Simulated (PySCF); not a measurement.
## Computed properties of SiF4, SMILES F[Si](F)(F)F

SiF4, SMILES F[Si](F)(F)F. The structure is a stationary point at ωB97X-D3(BJ)/def2-SVP. The isomer is the one that the SMILES or the coordinates give; other isomers of the formula were not compared. The values are those of a single conformer. All values are computed for the isolated molecule unless a solvent is named; none is compared with measurement here.

**Structure.** The optimised structure has Td symmetry. All 9 harmonic modes at ωB97X-D3(BJ)/def2-SVP (PySCF) are real, so it is a minimum. With heavy atoms numbered as in [F:1][Si:2]([F:3])([F:4])[F:5], the shortest bond between them is F1–Si2 at 1.590 Å and the longest Si2–F3 at 1.590 Å.

**Vibrations.** The strongest infrared lines (harmonic, unscaled, degenerate partners summed) lie at 1037 cm⁻¹ (672 km/mol, Si 50 %, F 50 %), 372 cm⁻¹ (164 km/mol, F 77 %, Si 23 %). The softest mode is at 250 cm⁻¹ and the zero-point energy is 7.9 kcal/mol.

**Electronic structure.** PBE0/def2-TZVP (PySCF) places the frontier levels at -12.76 and 0.15 eV, a gap of 12.91 eV, and gives a dipole moment of 0.00 D and a mean polarisability of 20.6 bohr³. PBE/def2-TZVP (PySCF) at the same geometry gives -10.58 and -0.92 eV, so its gap is 3.25 eV narrower. An orbital gap is neither the optical nor the fundamental gap.

**Excitations.** TDA-ωB97X/def2-SVPD (PySCF) has S1 at 11.27 eV (110 nm, f = 0.000, dark); the most intense of the 10 singlets computed lies at 12.41 eV (f = 0.80). Strengths of degenerate partners are summed. T1 (TDA) is at 10.91 eV, 0.36 eV under S1. TDA-PBE/def2-SVPD (PySCF) puts S1 at 9.41 eV. No vertical singlet excitation falls in the visible range (under 3.1 eV).

**NMR.** GIAO shifts at PBE0/pcSseg-2 (PySCF) (non-relativistic, atoms alike by connectivity averaged): ²⁹Si at -108.2 ppm against TMS; ¹⁹F at -175.4 ppm against CFCl3.

**Solvation.** SMD-B3LYP/def2-SVP (PySCF) gives 1.4 kcal/mol in water, -0.7 kcal/mol in 1-octanol, -1.0 kcal/mol in acetone (1 M in both phases, gas-phase geometry); of these solvents acetone holds the molecule best.
